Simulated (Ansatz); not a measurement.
The cluster Al₃H₃, relaxed as a singlet with RKS PBE-D4/def2-TZVP in Ansatz, starting from the GFN2-xTB geometry. Force threshold 0.02 eV/Å.

The structure comes from a short search, and lower isomers may exist.

Start:

```
atom    x (Å)    y (Å)    z (Å)
 Al1   0.7708   1.5704   1.0171
 Al2   0.8183  -0.9786   0.5518
 Al3  -0.4974   0.7300  -1.0839
  H4   1.2148  -2.6057   0.7817
  H5  -1.4084   0.8062  -2.5083
  H6  -0.8980   0.4777   1.2416
```

```csv
step,energy (eV),largest force component (eV/Å),SCF passes
1,-19827.1890,0.883,17
2,-19827.4748,0.293,19
3,-19827.5646,0.292,20
4,-19827.6370,0.263,19
5,-19827.6410,0.330,20
6,-19827.6509,0.053,22
7,-19827.6515,0.008,22
```

Force components are those of the run's own axes.

End:

Cartesian coordinates in Å:
```
Al 0.689 1.571 1.082
Al 0.952 -0.832 0.598
Al -0.355 0.868 -1.038
H 0.894 -2.436 0.786
H -1.480 0.646 -2.178
H -0.700 0.183 0.749
```

By distances, no bond broke or formed. The bond that changes most is Al1–Al3, from 2.59 to 2.47 Å (atoms count from 1). The end is the same structure that another start reached, the lowest one found.

No frequencies were taken in this run, so the end may be a saddle point.

Run time 4.4 s (4 threads of Arm Neoverse V2 on a shared host).
